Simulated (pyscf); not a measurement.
PySCF, gas phase, ωB97X-D3(BJ)/def2-SVP geometries. MP2 and CC: frozen core, UHF for open shells. ΔMP2 is the change of the MP2 total energy from the triple- to the quadruple-zeta basis.

For the elementary gas-phase step HS–SnH₃ (SMILES [SH][SnH3]) -> SnH₂ (SMILES [SnH2]) [singlet] + H₂S (SMILES S) (singlet surface; S–Sn, H–Sn broken, H–S formed), what barrier and reaction energy does CCSD(T)/def2-TZVPP + ΔMP2(QZVPP) give, measured from the reactant's lowest minimum found?

ΔE‡ = 190.6 kJ/mol, ΔE = +137.9 kJ/mol. Zero-point energy shifts the barrier by -6.6 kJ/mol. It is a 1,1-elimination, with an imaginary mode of 1219i cm⁻¹. On the product side the descent ends in an adduct with a S–Sn contact, 67.2 kJ/mol under the separated species and 121.2 kJ/mol under the saddle at ωB97X-D3(BJ)/def2-TZVP. What is counted as broken (S–Sn) persists as a longer contact in the product adduct; parting that adduct is a step of its own. At ωB97X-D3(BJ) the barrier from the zero used here is 216.0 kJ/mol. This is the saddle that the search found; another between the same sides may lie lower. The CCSD(T) − MP2 part came from Ansatz, without density fitting, on the same reference. The frozen core leaves the outer d or s,p core shells of the metals and heavy elements correlated in the MP2 and CC values, and def2-TZVPP describes them poorly, which can shift differences by a few kcal/mol. Elements past Kr carry the def2 core potentials, without spin-orbit coupling.
